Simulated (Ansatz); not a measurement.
Cost and result for the atomization energy of C3H5NO (`COCC#N`) (10 atoms, 9 bonds).

```xyz
10

C     0.180   -0.908   -1.212
O     0.608   -0.438    0.042
C    -0.251    0.540    0.545
C     0.231    0.994    1.845
N     0.582    1.374    2.870
H     0.150   -0.100   -1.955
H    -0.816   -1.366   -1.149
H     0.899   -1.661   -1.533
H    -0.310    1.411   -0.125
H    -1.274    0.154    0.672
```

The species carries charge 0 and has multiplicity 1. The structure was optimised at the PBE0-D4/def2-TZVP level. It is one conformer, not always the lowest. Program: Ansatz. Hardware: A = 2 threads of an AMD EPYC 7R13 on a shared host; B = 2 threads of an AMD EPYC 7R13 on a shared host and a share of an NVIDIA H100 80 GB. Times are those of one run each, without the atoms' runs, and a repeat can differ threefold. Electronic energies, without spin–orbit coupling; frozen cores. CCSD(T)/CBS extrapolates def2-TZVPP and def2-QZVPP, and its time is that of the two runs behind it. T1 = 0.012. B3LYP takes the VWN-RPA correlation (the form of Gaussian; ORCA's B3LYP/G).

CCSD(T)/CBS is a level of theory with its own doubt, some kJ/mol a heavy atom from the limit and from the frozen cores, so smaller differences don't rank the functionals.

```tsv
level	functions	wall time	atomization (kJ/mol)	difference from CCSD(T)/CBS	per bond
PBE-D4/def2-TZVPP (with forces) [A]	225	2.3 s	4294.4	155.0	17.2
PBE0-D4/def2-TZVPP [A]	225	2.7 s	4171.8	32.4	3.6
B3LYP-D4/def2-TZVPP (with forces) [A]	225	3.9 s	4158.1	18.7	2.1
r2SCAN-D4/def2-TZVPP (with forces) [A]	225	4.2 s	4145.5	6.1	0.7
B2PLYP/def2-TZVPP [A]	225	5.5 s	4123.9	-15.5	-1.7
ωB97X-V/def2-TZVPP [A]	225	6.5 s	4156.8	17.4	1.9
ωB97M-V/def2-TZVPP (with forces) [A]	225	9 s	4165.0	25.6	2.8
CCSD(T)/def2-TZVPP [B]	225	16 s	4032.9	-106.5	-11.8
CCSD(T)/def2-QZVPP [B]	435	39 s	4095.8	-43.6	-4.8
CCSD(T)/CBS(def2)	–	55 s	4139.4	0.0	0.0
```

The D4 term adds +23.3 kJ/mol with B3LYP and +12.3 kJ/mol with PBE0; it sums over pairs of atoms, weighted by their polarisabilities, and B3LYP, whose exchange is more repulsive, gets the larger term. From PBE to PBE0 (25 % exact exchange), in def2-TZVPP and without D4, the atomization energy moves by −120.1 kJ/mol: exact exchange takes away binding that semilocal exchange gives to molecules. In def2-TZVPP, CCSD(T) changes the Hartree–Fock value by +1151.7 kJ/mol (the triples alone add +78.1 kJ/mol) and MP2 by +1255.4 kJ/mol; breaking electron pairs costs correlation energy, which Hartree–Fock lacks.
